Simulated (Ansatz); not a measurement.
We consider rock-salt HfC, described by BLYP (PAW; Ansatz, a quantum-chemistry and plane-wave program).

Run with plane-wave cutoff 520 eV, 20×20×20 k mesh, Fermi–Dirac smearing 0.05 eV, scalar-relativistic PAW data made under PBE.

Pressure at four volumes; x = ln(V/12.976 Å³). One pressure is withheld.

```csv
V (Å³/atom),x,P (GPa)
12.198,-0.0618,?
12.457,-0.0408,9.72
12.976,0.0000,0.00
13.755,0.0583,-11.37
```

Q: Pass a parabola P(x) through the three rows shown, estimate the bulk modulus and its pressure derivative near zero pressure, and predict the withheld pressure.

A: Slopes between the rows: (0.00 − (9.72))/(0.0000 − (-0.0408)) = -238.24 and (-11.37 − (0.00))/(0.0583 − (0.0000)) = -195.03 GPa. Their difference over the span 0.0991 is c = 43.21/0.0991 = 436.0 GPa, so P(x) = 9.72 + (-238.24)(x − (-0.0408)) + 436.0 (x − (-0.0408))(x − (0.0000)). At the middle row B = −dP/dx = −[-238.24 + 436.0 × 0.0408] = 220.5 GPa, and B′ = dB/dP = 2c/B = 4.0. At x = -0.0618 the parabola gives 15.29 GPa; the run gives 15.36 GPa. The Birch–Murnaghan fit to the energies at all volumes has B0 = 219 GPa and B′ = 4.0.

Measured, for comparison: bulk modulus 242 GPa (room temperature, no zero-point or thermal correction, our sources range from 242 to 286; as tabulated in Synthesis of Binary Transition Metal Nitrides, Carbides and Borides from the …). Computed (rounded) less measured: bulk modulus not scored (sources differ).

Spin–orbit coupling is not included.
